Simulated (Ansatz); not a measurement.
This geometry of C$_{3}$H$_{4}$S (8 atoms, charge 0, multiplicity 1) is a first-order saddle point.

These are results of Ansatz 0.2.0, RKS BHLYP-D4/def2-SVP, not measurements.

```xyz
8
Properties=species:S:1:pos:R:3
S -0.343 1.685 -1.342
C 0.080 0.393 -0.245
C 0.637 0.010 0.851
C 0.099 -1.085 -0.027
H -1.492 2.022 -0.736
H 1.137 0.237 1.780
H 0.793 -1.711 -0.595
H -0.818 -1.609 0.258
```

Which two structures does it join? (They come from a converged band through this point; their orientation in space is the band's.)

No bond is made or broken. The dihedral H5–S1–C2–C4 goes from -1 to -180°.

First end point:

```xyz
8
Properties=species:S:1:pos:R:3
S -0.538 1.989 -0.678
C 0.055 0.535 0.024
C 0.813 -0.057 0.884
C -0.005 -0.954 0.008
H -1.345 1.404 -1.573
H 1.533 -0.012 1.684
H 0.467 -1.501 -0.814
H -0.888 -1.461 0.409
```

Last end point:

```xyz
8
Properties=species:S:1:pos:R:3
S -1.054 1.365 -1.238
C -0.170 0.304 -0.220
C 0.668 0.025 0.720
C 0.025 -1.148 0.049
H -0.570 2.515 -0.742
H 1.363 0.347 1.479
H 0.593 -1.754 -0.664
H -0.763 -1.710 0.559
```

How far does it lie above each of them?

0.225 eV above the first and 0.231 eV above the second. This is the barrier of this one path; another mechanism may lie lower.

Time of the run: 5.7 min on 1 thread of Arm Neoverse V2, on a shared host, peak memory 0.15 GiB.
